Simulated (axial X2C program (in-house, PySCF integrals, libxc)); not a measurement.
**Ionising LiNa**

All values come from calculations with an in-house relativistic program for diatomic molecules, spin-free (one-electron X2C) or two-component (2c: spin–orbit coupling with atomic mean-field Coulomb and Gaunt terms, which also bring small scalar terms), in Dyall basis sets with cores contracted in-house; open shells are unrestricted.

Basis sets: Li dyall-cv3z, Na dyall-cv3z. Frozen shells (counts by l): LiNa Na 1s, Li 1s, 10 electrons correlated; LiNa⁺ Na 1s, Li 1s, 9 electrons correlated. Where the outer core of a metal is frozen, bonds come out longer and ionisation energies lower.

```tsv
Hamiltonian	level	LiNa state	Re (Å)	ωe (cm⁻¹)	De (eV)
spin-free	HF	M_S = 0, Λ = 0	2.999	248.7	0.06
spin-free	PBE0	M_S = 0, Λ = 0	2.919	253.7	0.75
spin-free	MP2	M_S = 0, Λ = 0	2.918	256.6	0.61
2c	HF	Ω = 0	2.999	248.6	0.06
2c	PBE0	Ω = 0	2.919	253.7	0.75
2c	MP2	Ω = 0	2.918	256.6	0.61
```

Adiabatic ionisation energy (minimum to minimum, no zero-point term) and constants of LiNa⁺:

| Hamiltonian | level | LiNa⁺ state | IE (eV) | Re (Å) | ωe (cm⁻¹) | De (eV) | fragments |
| --- | --- | --- | --- | --- | --- | --- | --- |
| spin-free | HF | M_S = 1/2, Λ = 0 | 4.09 | 3.440 | 186.4 | 0.93 | Na+ + Li |
| spin-free | PBE0 | M_S = 1/2, Λ = 0 | 5.01 | 3.376 | 181.5 | 1.03 | Na+ + Li |
| spin-free | MP2 | M_S = 1/2, Λ = 0 | 4.71 | 3.391 | 190.0 | 1.00 | Na+ + Li |
| 2c | HF | Ω = 1/2 | 4.09 | 3.440 | 186.4 | 0.93 | Na+ + Li |
| 2c | PBE0 | Ω = 1/2 | 5.01 | 3.376 | 181.5 | 1.03 | Na+ + Li |
| 2c | MP2 | Ω = 1/2 | 4.71 | 3.391 | 190.0 | 1.00 | Na+ + Li |

**Question.** Add the zero-point terms to the ionisation energy at MP2, 2c, and say whether the electron removed was bonding.

**Answer.** IE0 = IE + (ωe⁺ − ωe)/2 = 4.71 + (-0.004) = 4.71 eV. Re changes by 0.473 Å, so the bond lengthens, as on loss of a bonding electron.

**Question.** Close the cycle De(LiNa⁺) + IE(LiNa) = De(LiNa) + IE(Na) to find the atomic ionisation energy at MP2, 2c.

**Answer.** IE(Na) = 1.00 + 4.71 − 0.61 = 5.10 eV, for the determinants used.

Each entry is the lowest single determinant of a limited PBE0 search at one distance. De goes to single-determinant-based atoms at the same level (for ions the charge split of lowest energy) and is withheld (n/a) where an atom does not fit its ground term or J level. Main or longest-lived isotopes.
